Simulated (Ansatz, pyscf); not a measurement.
`[BH2][F]` + `[ClH]` → `[BH2][Cl]` + `[FH]`, a four-centre exchange on the singlet surface: B–F, Cl–H broken, B–Cl, F–H formed. Optimised with ωB97X-D3(BJ)/def2-SVP in PySCF. Wave-function energies: Ansatz (a program for electronic structure), frozen core, RHF or UHF references. In kcal/mol, from the separated reactants.

Cost: rough CPU time of the saddle's run relative to CCSD(T)/cc-pV(D+d)Z, from one job on a shared machine, with the HF step and its search for lower states.

| level | barrier | reaction energy | cost |
|---|---|---|---|
| M06-2X/def2-TZVP | 19.45 | +12.52 | – |
| ωB97M-D3(BJ)/def2-TZVP | 20.07 | +12.70 | – |
| CCSD(T)/cc-pV(D+d)Z | 21.07 | +12.43 | 1 |
| CCSDT(Q)/cc-pV(D+d)Z | 20.83 | +12.34 | 100 |
| CCSD(T)/cc-pV(T+d)Z | 22.08 | +13.12 | 7 |
| CCSD(T)/cc-pV(Q+d)Z | 21.86 | +11.81 | – |

In cc-pV(D+d)Z, going from CCSD(T) to CCSDT(Q) shifts the barrier by -0.23 and the reaction energy by -0.09 kcal/mol. With HF in the quadruple-zeta basis and the correlation energy extrapolated as X⁻³ from X = 3, 4, CCSD(T) gives 21.46 and +11.25; adding the double-zeta shift gives ΔE‡ = 21.22 and ΔE = +11.16 kcal/mol, without core correlation, relativity or geometry relaxation at these levels. This is the saddle that the search found; another between the same sides may lie lower.
